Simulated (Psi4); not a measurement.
Process, species as SMILES: C#N (CH-N) + 3 [H][H] (H2) → C (CH4) + N (NH3)
B3LYP-D3(BJ)/def2-TZVP geometries, fixed; electronic energies without zero-point terms.
Largest species:
```xyz
5

C      0.0000     0.0000     0.0000
H      0.6205     0.6269     0.6390
H     -0.6429    -0.6249     0.6185
H      0.6369    -0.6328    -0.6166
H     -0.6146     0.6308    -0.6409
```

Basis-set convergence of the energy of full hydrogenation at B3LYP with Psi4. Cartesian d functions, on some or all atoms, in 6-31+G*; all else is spherical. Density fitting with the program's default auxiliary sets. No added dispersion term, no relativity. Functions are those of the species that has most. Reference: the value in aug-cc-pVQZ, -77.90 kcal/mol, itself unsure by roughly 0.46 kcal/mol (its mean distance from def2-QZVPPD, def2-QZVPP, cc-pVQZ). Deviations are taken from unrounded values.

```tsv
basis	functions	energy of full hydrogenation (kcal/mol)	minus reference (kcal/mol)
def2-SV(P)	30	-68.59	9.32
def2-SVP	34	-77.84	0.06
6-31+G*	40	-77.04	0.86
6-311+G**	50	-77.41	0.49
aug-cc-pVDZ	59	-83.46	-5.56
6-311++G(2d,2p)	67	-79.12	-1.22
def2-TZVP	68	-75.32	2.58
def2-TZVPP	87	-77.24	0.67
jun-cc-pV(T+d)Z	95	-78.15	-0.25
6-311++G(3df,3pd)	111	-77.93	-0.03
aug-cc-pVTZ	138	-78.12	-0.21
def2-QZVPP	177	-77.57	0.34
aug-cc-pVQZ	264	-77.90	0.00
```

The smallest set listed that lies within 4 kcal/mol of the reference with all its larger relatives (same family, alike in diffuse functions; a set with none counts only in the reference's own line) is def2-SVP (34 functions, 0.06 kcal/mol off).
